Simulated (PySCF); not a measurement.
# EPR parameters of sulfur diatomic

Species: sulfur diatomic, S2 (triplet state).
Numbering: `[S:1]=[S:2]`

Level of theory: UKS B3LYP, IGLO-III on S, non-relativistic, mean-field spin-orbit, GIAO in PySCF. Geometry: PBE0-D3(BJ)/def2-SVP; no solvent, vibrations or thermal averaging.

* g1, g2, g3: 2.00213, 2.01586, 2.01587
* g_iso: 2.01128
* Form of g: axial
* ⟨S²⟩: 2.0073 (exact 2.0000)
* D, E: 20.898, 0.001 cm⁻¹
* α and β electrons: 17, 15
* HOMO–LUMO gap, α and β orbitals: 6.52, 5.20 eV
* Total energy: -796.42012 Eh

Isotropic coupling and dipolar principal values T1 to T3, in MHz; ρ(0) is the spin density at the nucleus:

| atom | isotope | a_iso | of which spin–orbit | T1 | T2 | T3 | Mulliken spin population | ρ(0) (bohr⁻³) |
| --- | --- | --- | --- | --- | --- | --- | --- | --- |
| S1 | 33S | 10.2 | -0.2 | -52.1 | 26.1 | 26.1 | 1.00 | 0.0604 |
| S2 | 33S | 10.2 | -0.2 | -52.1 | 26.1 | 26.1 | 1.00 | 0.0604 |

Largest spin populations (Mulliken): S2 (+1.00) and S1 (+1.00).

Axes: g1 lies along the molecular axis.

The 33S coupling of S1/S2 (mean 10.2 MHz) shows only in satellite lines or after enrichment, since that isotope makes up about 0.76 % of natural sulfur.
